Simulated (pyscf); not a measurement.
Thermochemistry of product channels of `[F][SiH]` [singlet] + `[OH2]` on the singlet surface, in eV, from ωB97M-D3(BJ)/def2-TZVP energies (ideal gas, 1 atm, RRHO with modes under 100 cm⁻¹ raised to 100, one conformer, R ln 2 for rigid chiral ones). Single points on ωB97X-D3(BJ)/def2-SVP structures (PySCF, gas phase).

| products | ΔE | ΔH(298 K) | ΔG(298 K) | ΔG(600 K) |
|---|---|---|---|---|
| `[OH][SiH]` [singlet] + `[FH]` | +0.26 | +0.25 | +0.29 | +0.32 |
| `[OH][Si][F]` [singlet] + `[H][H]` | -1.73 | -1.82 | -1.73 | -1.65 |
| `[O]=[SiH][F]` + `[H][H]` | -1.04 | -1.19 | -1.08 | -0.99 |
| `[OH][SiH2][F]` | -3.19 | -3.14 | -2.69 | -2.23 |

These are energies of the channels, which say nothing of barriers.
